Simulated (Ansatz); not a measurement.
A nudged elastic band was laid between two geometries of CH6AlN + H (10 atoms, charge 0, multiplicity 2).

Theory: Ansatz, UKS B3LYP/6-31G*.

```yaml
movable_images: 9
climbing_image: yes
spring: 5.0 eV/Å²
optimiser: quadratic models (default)
start_path: through a guess of the saddle point
force_threshold: 0.2 eV/Å
iteration_limit: 36
end_points: relaxed
```

First end point:

```xyz
10
Properties=species:S:1:pos:R:3
Al 0.014 -0.046 -0.134
H -0.064 -0.246 1.444
C 1.698 0.069 -1.139
H 2.262 -0.872 -1.070
H 1.547 0.283 -2.204
H 2.351 0.853 -0.732
N -1.555 0.067 -0.977
H -2.455 0.015 -0.515
H -1.682 0.193 -1.974
H -0.233 -0.316 3.974
```

Last end point:

```xyz
10
Properties=species:S:1:pos:R:3
Al -0.164 -0.757 -0.617
H 0.136 -0.184 3.056
C 1.607 -0.015 -1.138
H 2.217 -0.776 -1.640
H 1.489 0.837 -1.821
H 2.168 0.323 -0.259
N -1.628 -0.038 -1.366
H -2.578 -0.334 -1.179
H -1.626 0.728 -2.033
H 0.260 0.216 3.671
```

Which bonds break or form, and what moves?

Bonds broken: Al1–H2. Bonds formed: H2–H10. CH6AlN + H becomes CH5AlN + H2.

What energy profile does the band end with?

The forces met the threshold. The highest image is number 2 of 0 to 10, 0.015 eV above the first end and 0.944 eV above the last; the last end lies 0.930 eV below the first. The threshold of 0.2 eV/Å is loose, so the images may lie well off the minimum-energy path. Another band between the same ends (9 images) ends at a top of the same energy, where a vibrational analysis finds 1 clearly imaginary mode.

```csv
image,path coordinate (Å),energy (eV),Al1–H2 (Å),H2–H10 (Å)
0,0.00,0.000,1.59,2.54
1,0.50,0.004,1.59,2.14
2,1.00,0.015,1.63,1.59
3,1.43,-0.304,1.97,0.97
4,1.87,-0.741,2.42,0.76
5,2.32,-0.849,2.76,0.75
6,2.76,-0.899,3.04,0.74
7,3.20,-0.922,3.28,0.74
8,3.65,-0.927,3.42,0.74
9,4.09,-0.929,3.56,0.74
10,4.54,-0.930,3.73,0.74
```

What is the geometry of the highest image?


```xyz
10
Properties=species:S:1:pos:R:3:forces:R:3
Al 0.017 -0.014 -0.043 -0.02 0.00 -0.03
H -0.064 -0.139 1.578 0.00 -0.01 -0.01
C 1.701 0.074 -1.056 -0.04 0.01 0.01
H 2.152 -0.922 -1.150 0.01 0.00 0.00
H 1.557 0.465 -2.071 0.00 -0.01 0.01
H 2.439 0.711 -0.553 0.01 0.00 -0.01
N -1.557 0.026 -0.883 0.00 0.00 0.01
H -2.455 -0.030 -0.417 -0.01 0.00 0.03
H -1.694 0.106 -1.884 0.03 0.00 -0.01
H -0.217 -0.278 3.153 0.00 0.00 0.00
```

Run time: 5.7 min on 1 thread of Intel(R) Xeon(R) Platinum 8375C CPU @ 2.90GHz (Ice Lake) (shared host), peak memory 0.18 GiB.
